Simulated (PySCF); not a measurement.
# The first ionisation energy along group 15

All values are computed (PySCF 2.14, energy differences of UHF-based or UKS calculations, no spin-orbit coupling). Values in eV. The last column holds reference values (NIST; (s) semi-empirical, (t) theoretical, else measured). Unmarked ones compare directly (S terms, centres of terms, or small fine structure); those marked * lie between the lowest fine-structure levels and include a spin-orbit shift.

```csv
element,configurations,UHF,MP2 (valence),SCS-MP2 (valence),CCSD (valence),CCSD(T) (valence),PBE0,reference
"N (aug-cc-pVQZ-DK, spin-free X2C)",[He] 2s2 2p3 → [He] 2s2 2p2,13.887,14.613,14.347,14.465,14.494,14.696,14.545
"P (aug-cc-pVQZ-DK, spin-free X2C)",[Ne] 3s2 3p3 → [Ne] 3s2 3p2,9.895,10.512,10.332,10.436,10.489,10.518,10.526
"As (aug-cc-pVQZ-DK, spin-free X2C)",[Ar] 3d10 4s2 4p3 → [Ar] 3d10 4s2 4p2,9.409,9.927,9.775,9.885,9.925,9.936,10.008
"Bi (aug-cc-pVQZ-DK3, spin-free X2C)",[Xe] 4f14 5d10 6s2 6p3 → [Xe] 4f14 5d10 6s2 6p2,8.217,8.597,8.479,8.600,8.628,n/a,7.286 *
```

Fill in the row of Sb (aug-cc-pVQZ-DK3, spin-free X2C) ([Kr] 4d10 5s2 5p3 → [Kr] 4d10 5s2 5p2).

UHF 8.574; MP2 (valence) 9.021; SCS-MP2 (valence) 8.894; CCSD (valence) 8.996; CCSD(T) (valence) 9.033; PBE0 9.041; reference 9.124 (eV).

For Bi a determinant mixes LS terms or the coupling is close to jj, so these rows are model values.

"Valence" correlates the outer s and p shells and, in groups 3 to 12 and the f block, the outer d or f shell, open or full, or the next shell where the ion has no valence electron left; the wider scheme adds the next inner shell.
